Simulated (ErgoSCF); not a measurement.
# [SiPH4]− (SMILES [SiH2-]P): UBPW91(Ergo)/6-31+G

What is the vertical ionisation energy of [SiPH4]− at UBPW91(Ergo)/6-31+G? 

The results are computed with ErgoSCF 3.8.

2 further runs of the same task are left out: 2 that didn't finish.

## Step 1: Starting point

[SiPH4]− has 6 atoms, charge -1, and is taken as a singlet. As SMILES, `[SiH2-]P`. Geometry: relaxed at GFN2-xTB. This is one conformer, not always the lowest.

Bond lengths: Si1–P2 2.225 Å, Si1–H3 1.503 Å, Si1–H4 1.503 Å, P2–H5 1.375 Å, P2–H6 1.375 Å. Angles: Si1–P2–H5 94.0°, Si1–P2–H6 94.1°, P2–Si1–H3 96.4°, P2–Si1–H4 96.5°, H5–P2–H6 91.3°, H3–Si1–H4 96.7°.

## Step 2: The energy at UBPW91(Ergo)/6-31+G

ergo.in reads:

```
# BPW91 on H4PSi
set_nthreads(1)
molecule_inline Angstrom
Si       0.357650      -1.019850      -0.132620
P       -0.355230       1.071380       0.132600
H       -0.387090      -1.600590       1.036860
H       -0.642080      -1.408110      -1.185860
H        0.407400       1.565440      -0.899820
H        0.619350       1.391730       1.048840
EOF
scf.max_number_of_iterations = 100
basis = "6-31+G"
scf.convergence_threshold = 1e-06
scf.output_mulliken_pop = 1
tmpdir = "."
scf.use_diagonalization = 1
charge = -1
XC.type = "LMG"
scf.force_unrestricted = 1
scf.starting_guess_disturbance = 0.02
run "BPW91"
```

On the command line:

```sh
$ ergo ergo.in
```

Standard output:

```text
[...]
INDF Weighted mixed functional:
[...]
INSC Energy   1 =       -369.13591525898
[...]
INDE E_LUMO =          0.12920716048
[...]
INSC Energy  15 =       -633.16506533415  ( diff     -0.000000000070713 )
[...]
RESC CONVERGED after  15 iterations.
RESC FINAL ENERGY:       -633.16506533415
RESC FINAL <S2> =          0.00000000002
[...]
INSC SCF: dipole_moment_x [atomic units] =      -0.23895007
INSC SCF: dipole_moment_y [atomic units] =       1.04903586
INSC SCF: dipole_moment_z [atomic units] =       0.12540458
[...]
```

Run time: 11 s. Hardware: 1 thread of Intel Xeon at 2.50GHz (Skylake/Cascade Lake), shared host; peak memory 0.27 GiB.

## Step 3: Doublet neutral SiPH4, same level

run.inp reads:

```
set_nthreads(1)
molecule_inline Angstrom
Si 0.357650 -1.019850 -0.132620
P  -0.355230 1.071380 0.132600
H  -0.387090 -1.600590 1.036860
H  -0.642080 -1.408110 -1.185860
H  0.407400 1.565440 -0.899820
H  0.619350 1.391730 1.048840
EOF
tmpdir = "."
scf.output_mulliken_pop = 1
basis = "6-31+G"
scf.max_number_of_iterations = 100
scf.starting_guess_disturbance = 0.02
XC.type = "LMG"
spin_polarization = 1
scf.convergence_threshold = 1e-06
scf.use_diagonalization = 1
run "BPW91"
```

On the command line:

```sh
$ ergo < run.inp
```

Standard output:

```text
[...]
INDF Weighted mixed functional:
[...]
INSC Energy   1 =       -360.79876407315
[...]
INDE E_LUMO =         -0.14979745652
[...]
INSC Energy  23 =       -633.11035299544  ( diff     -0.000000000223963 )
[...]
RESC CONVERGED after  23 iterations.
RESC FINAL ENERGY:       -633.11035299544
RESC FINAL <S2> =          0.75287204207
[...]
INSC SCF: dipole_moment_x [atomic units] =       0.55513963
INSC SCF: dipole_moment_y [atomic units] =       0.13652316
INSC SCF: dipole_moment_z [atomic units] =      -0.04972797
[...]
```

Run time: 16 s. Hardware: 1 thread of Intel Xeon at 2.50GHz (Skylake/Cascade Lake), shared host; peak memory 0.27 GiB.

## Step 4: Results

At UBPW91(Ergo)/6-31+G:

| quantity | value |
| --- | --- |
| singlet [SiPH4]−: total energy | -633.16507 Eh |
| doublet neutral SiPH4: total energy | -633.11035 Eh |
| doublet neutral SiPH4: dipole moment | 1.46 D |
| doublet neutral SiPH4: ⟨S²⟩ | 0.753 |
| vertical detachment energy (to the doublet neutral) | 1.489 eV |

What this shows: The vertical ionisation energy comes to 1.49 eV (34 kcal/mol). Mulliken charges (doublet neutral SiPH4) run from -0.09 on P2 to +0.18 on Si1; in a basis this large or diffuse they mean little.
